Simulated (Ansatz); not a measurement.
# CH2NSi: the cost of one run

Program: Ansatz 0.2.0. Level of theory: RKS B3LYP-D4/def2-SVP. These are calculated values, not measurements.

## (1) The starting structure

Bond lengths: C1–Si2 1.812 Å, Si2–N3 1.594 Å, C1–H4 1.093 Å, C1–H5 1.093 Å. Angles: C1–Si2–N3 179.9°, Si2–C1–H4 122.5°, Si2–C1–H5 122.3°, H4–C1–H5 115.1°.

Coordinates:

```xyz
5

C    -0.3318    0.5861   -0.4483
Si    0.4132   -0.7270    0.5537
N     1.0691   -1.8801    1.4368
H    -0.4995    0.4818   -1.5229
H    -0.6510    1.5391   -0.0193
```

## (2) Relaxing the start

input.yaml

```yaml
crystal:
  periodic: [false, false, false]
  atoms:
    - { symbol: C, position_ang: [-0.33185, 0.58615, -0.44832] }
    - { symbol: Si, position_ang: [0.41321, -0.72698, 0.55367] }
    - { symbol: "N", position_ang: [1.06909, -1.88012, 1.43684] }
    - { symbol: H, position_ang: [-0.49948, 0.48182, -1.52286] }
    - { symbol: H, position_ang: [-0.65097, 1.53913, -0.01933] }
total_charge: 1
basis:
  gaussian: { orbitals: def2-SVP }
hamiltonian:
  xc: b3lyp
  dispersion: d4
relax:
  f_tol: 0.02
  max_steps: 40
scf:
  lower_state_search: "off"
output:
  orbitals: {}
```

Run with:

```
$ ansatz run input.yaml --threads 1 --pin off --max-ram 2048MiB --backend cpu --events-out ev --progress --plain --runs-dir out
```

**Question.** How long does this run take on 1 thread of Intel Xeon Platinum 8488C (Sapphire Rapids), shared host, and how much memory does it need?

About 4.5 s, with a peak of 0.13 GiB.
